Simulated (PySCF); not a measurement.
Molfile (atoms numbered from 1):
```
HN2
     RDKit          3D

  3  2  0  0  0  0  0  0  0  0999 V2000
    0.7185    0.8671   -0.1708 N   0  0  0  0  0  0  0  0  0  0  0  0
   -0.0089    0.0804   -0.0040 N   0  0  0  0  0  0  0  0  0  0  0  0
   -0.7042   -0.6719    0.1556 H   0  0  0  0  0  0  0  0  0  0  0  0
  1  2  3  0
  2  3  1  0
M  CHG  1   2   1
M  END
```

Geometry: PBE0-D3(BJ)/def2-TZVP; GIAO absolute shieldings from PySCF, gas phase, non-relativistic, averaged over equivalent atoms.

At wB97X-D/pcSseg-2 (86 basis functions, 1.9 s wall time on 1 thread of an Intel Xeon Platinum 8259CL, shared host):
| atoms | σ (ppm) |
| --- | --- |
| N1 | -91.0 |
| N2 | 25.9 |
| H3 | 22.75 |

Task: Predict the values at KT3/pcSseg-2 on the same geometry.

Result: 
| atoms | σ at KT3/pcSseg-2 | change |
| --- | --- | --- |
| N1 | -58.5 | +32.5 |
| N2 | 44.5 | +18.6 |
| H3 | 22.56 | -0.19 |

The largest change is at N1 (nitrogen bonded to N). Cost: 86 basis functions, 2.3 s wall time on 1 thread of an Intel Xeon Platinum 8259CL, shared host.
